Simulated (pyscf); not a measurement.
Optimised with ωB97X-D3(BJ)/def2-SVP in PySCF.

Task: For F–SiH(F)–F + silanol (HO–SiH₃) → F–SiH(F)–O–SiH₃ + hydrogen fluoride (HF), a four-centre exchange (singlet surface; F–Si, H–O broken, O–Si, F–H formed), PBE/def2-TZVP gives ΔE‡ = 0.82 eV and ΔE = +0.28 eV (zero: the separated reactants). In which direction and how far do B3LYP-D3(BJ)/def2-TZVP, PBE0-D3(BJ)/def2-TZVP, ωB97M-D3(BJ)/def2-TZVP move these?

Result: B3LYP-D3(BJ): ΔE‡ = 0.89 eV, ΔE = +0.18 eV; PBE0-D3(BJ): ΔE‡ = 0.80 eV, ΔE = +0.18 eV; ωB97M-D3(BJ): ΔE‡ = 0.88 eV, ΔE = +0.21 eV. PBE's barrier lies among them. Its reaction energy lies over all of them, by 0.07 to 0.10 eV. One saddle was located; it need not be the lowest between these sides.
